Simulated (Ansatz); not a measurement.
Two structures of BNH$_{3}$F, singlet, reached by relaxing down either side of one saddle point (PBE0-D4/def2-TZVP). Energies are electronic, without zero-point energy. Computed with Ansatz 0.2.0 (basis: def2-TZVPP and def2-QZVPP); correlated methods freeze the cores. Extrapolation: Hartree–Fock as exp(−7.88 √X), correlation as X^−2.97. First:

| atom | x (Å) | y (Å) | z (Å) |
| --- | --- | --- | --- |
| B1 | -0.1937 | 0.5397 | -0.3311 |
| F2 | 0.1722 | 1.7253 | 0.1684 |
| N3 | 0.1889 | -0.6219 | 0.3283 |
| H4 | 0.7346 | -0.6164 | 1.1739 |
| H5 | -0.8428 | 0.5093 | -1.3356 |
| H6 | -0.0590 | -1.5360 | -0.0038 |

Second:

```xyz
6
angstrom
B -0.6281 -0.1183 -0.9669
F 0.9783 1.2864 1.4432
N -0.0933 -0.8219 -0.0978
H 0.6064 0.6165 0.9051
H -1.1109 0.5993 -1.7561
H 0.2477 -1.5620 0.4727
```

(1) Which bonds change from the first to the second?

(2) Give the saddle point's structure and its height above each. (An estimate is asked for; the value comes from the calculation.)

The T1 diagnostic stays at or below 0.016.

Results:

(1) BNH₃F ([NH2][BH][F]) → BNH₂ ([BH][NH]) + HF; bonds formed: F2–H4; bonds broken: B1–F2, N3–H4.

(2) The calculation gives: 75.01 kcal/mol above the first and 15.87 kcal/mol above the second (CCSD(T) at an estimated basis limit (MP2 extrapolated from triple and quadruple zeta, plus CCSD(T) − MP2 in triple zeta)).
B1  (-0.326, 0.159, -0.515)
F2  (0.452, 1.353, 0.624)
N3  (0.090, -0.847, 0.188)
H4  (0.605, 0.377, 0.917)
H5  (-0.844, 0.802, -1.354)
H6  (0.022, -1.844, 0.140)
(Å)

Labels in which every atom is bracketed show which atoms are joined, not bond orders.

For scale, one of the runs: CCSD(T)/def2-TZVPP, 135 basis functions, launched by `ansatz run in.yaml --threads 2 --pin off --events-out ev --progress --plain --max-ram 4352MiB`. Time: 8 s of wall clock on 2 CPU threads of an Intel Xeon Platinum 8259CL; the host was shared. Peak host memory: 0.77 GiB.
